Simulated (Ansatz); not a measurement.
Energy profile

The step: AlSiH₆Cl ([SiH3][AlH2][ClH]) → AlSiH₄Cl ([SiH2][AlH2][Cl]) + H₂; bonds formed: Si2–H5, H5–H8; dative contacts that become bonds: Al1–Cl6; bonds broken: Si2–H8, H5–Cl6 (atoms numbered as in the saddle structure below).

Al1  (-1.462, 0.091, -0.371)
Si2  (0.961, -0.591, -0.414)
H3  (-1.837, 1.046, -1.578)
H4  (-2.399, -1.072, 0.158)
H5  (0.602, 0.698, 1.071)
Cl6  (-0.854, 1.407, 1.434)
H7  (2.008, -0.024, -1.314)
H8  (1.454, 0.303, 0.882)
H9  (1.528, -1.858, 0.132)
(Å)

Electronic energies by CCSD(T) at an estimated basis limit (MP2 extrapolated from triple and quadruple zeta, plus CCSD(T) − MP2 in triple zeta), on PBE0-D4/def2-TZVP structures; AlSiH₆Cl, closed shell; no counterpoise correction. Ansatz 0.2.0; basis: def2-TZVPP and def2-QZVPP; cores frozen in the correlated methods. Extrapolation: Hartree–Fock as exp(−7.88 √X), correlation as X^−2.97.

Q: Give the profile in eV, counted from the separated reactants. (Judge from chemistry; the value comes from the calculation.)

A: Computed:
```json
{"point": "separated: AlSiH₅ (linked as [AlH2][SiH3]; Al1, Si2, H3, H4, H7, H8, H9; singlet) + HCl (H5, Cl6; singlet)", "eV": "0.000"}
{"point": "start structure", "eV": "-0.325"}
{"point": "saddle", "eV": "0.002"}
{"point": "end structure", "eV": "-0.241"}
{"point": "separated: AlH₂Cl (linked as [AlH2][Cl]; Al1, H3, H4, Cl6; singlet) + SiH₄ (Si2, H5, H7, H8, H9; singlet)", "eV": "0.591"}
```

No T1 diagnostic of these runs exceeds 0.016. The end structure is not quite a true minimum (one mode of 32i cm⁻¹).

For scale, one of the runs: CCSD(T)/def2-TZVPP, 210 basis functions, launched by `ansatz run in.yaml --threads 2 --pin off --events-out ev --progress --plain --max-ram 4352MiB`. The run took 38 s on 2 CPU threads of an Arm Neoverse V2 (shared host), with 2.5 GiB of host memory at its peak.
